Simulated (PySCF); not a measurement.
System (SMILES): ClCCl.
Geometry (B3LYP-D3(BJ)/def2-TZVP, fixed):
```xyz
5

C      0.0039     0.0052     0.7673
Cl    -0.0175     1.4825    -0.2263
Cl     0.0153    -1.4855    -0.2061
H     -0.8904    -0.0005     1.3784
H      0.9045     0.0193     1.3690
```
Charge 0, spin multiplicity 1.

Basis-set convergence of the mean static polarisability at PBE with PySCF. All functions are spherical. Density fitting with generated auxiliary sets. In sets without p functions on hydrogen, species with hydrogen take exact integrals. No added dispersion term, no relativity. Reference: the value in aug-pcseg-2, 45.29 bohr³, itself unsure by roughly 0.3 % (its distance from aug-cc-pV(T+d)Z). Deviations are taken from unrounded values.

```csv
basis,functions,mean static polarisability (bohr³)
6-31G*,54,29.65
6-31+G*,66,35.73
def2-SVP,60,28.48
def2-SVPD,90,44.33
pcseg-1,60,31.37
aug-pcseg-1,95,44.75
cc-pV(D+d)Z,70,30.03
aug-cc-pV(D+d)Z,105,43.71
6-311G**,82,31.05
6-311+G**,94,36.33
def2-TZVP,117,36.84
def2-TZVPD,147,45.26
pcseg-2,126,35.24
aug-pcseg-2,192,45.29
cc-pV(T+d)Z,136,36.53
aug-cc-pV(T+d)Z,202,45.13
def2-TZVPP,143,37.27
def2-TZVPPD,173,45.32
def2-QZVPP,257,41.62
def2-QZVPPD,287,45.56
```

What the diffuse functions change, pair by pair:
- 6-31G* to 6-31+G*: 12 more functions, deviation -34.5 to -21.1 %
- def2-SVP to def2-SVPD: 30 more functions, deviation -37.1 to -2.1 %
- pcseg-1 to aug-pcseg-1: 35 more functions, deviation -30.7 to -1.2 %
- cc-pV(D+d)Z to aug-cc-pV(D+d)Z: 35 more functions, deviation -33.7 to -3.5 %
- 6-311G** to 6-311+G**: 12 more functions, deviation -31.4 to -19.8 %
- def2-TZVP to def2-TZVPD: 30 more functions, deviation -18.7 to -0.1 %
- pcseg-2 to aug-pcseg-2: 66 more functions, deviation -22.2 to 0.0 %
- cc-pV(T+d)Z to aug-cc-pV(T+d)Z: 66 more functions, deviation -19.3 to -0.3 %
- def2-TZVPP to def2-TZVPPD: 30 more functions, deviation -17.7 to 0.1 %
- def2-QZVPP to def2-QZVPPD: 30 more functions, deviation -8.1 to 0.6 %

Leaving out the reference's own pair, they bring the value nearer the reference by more than 0.3 % in 9 of 9 pairs.
